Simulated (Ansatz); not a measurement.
For rock-salt SnTe (cubic form, which distorts at low temperature), r²SCAN (plane waves, PAW; Ansatz, a quantum-chemistry and plane-wave program) gives:

- lattice parameter a = 6.371 Å
- bulk modulus = 43.9 GPa
- cohesive energy = 3.03 eV/atom
- band gap at the measured cell = 0.05 eV
- enthalpy of formation = -0.324 eV/atom

Problem. What does HSE06 (Ansatz, PAW) give for the same quantities?

Solution. 
- lattice constant a: 6.360 Å (shrinks by 0.2 %)
- bulk modulus: 44.5 GPa (rises by 1.4 %)
- cohesive energy: 2.95 eV/atom (shrinks by 0.08 eV/atom)
- band gap at the measured cell: 0.16 eV (grows by 0.11 eV)
- formation enthalpy: -0.328 eV/atom (moves by -0.004 eV/atom)

For comparison: lattice constant a 6.316 Å (measured, room temperature, no zero-point or thermal correction; as tabulated in Maiti et al. (2022), arXiv:2109.01420); bulk modulus 37.8 GPa (measured, temperature not stated, no zero-point or thermal correction; as tabulated in Toher et al. (2017), arXiv:1611.05714); band gap 0.3 eV (measured, 4 K, zero-point motion not removed, bulk gap, ARPES or transport; rounded; as tabulated in Ando (2013), arXiv:1304.5693); formation enthalpy -0.315 ± 0.004 eV/atom (measured, 298 K, copied from a table, unchecked, not corrected to a static lattice; as tabulated in Wang et al. (2021), doi:10.1038/s41598-021-94550-5).

Changes are worked out from the printed values.

Unless a cell is named, each level is at its own relaxed cell (r²SCAN 32.33, HSE06 32.16 Å³/atom).

Levels without +SOC leave out spin–orbit coupling, which shifts energies and cells of such heavy elements.

Levels without +SOC have no spin–orbit coupling; where heavier elements are present it shifts gaps, mostly down, and can invert bands. Density-functional gaps are differences of (generalised) Kohn–Sham levels.

Caveats: an element that serves as reference has a cell well above its measured volume (r²SCAN); exact exchange on metals is sensitive to the k mesh and can open a false gap (HSE06); symmetry holds this phase in the static calculation, where it need not be a minimum (r²SCAN, HSE06). Ansatz's density-functional and Hartree–Fock values are scalar-relativistic unless marked +SOC, with PAW data made under PBE.
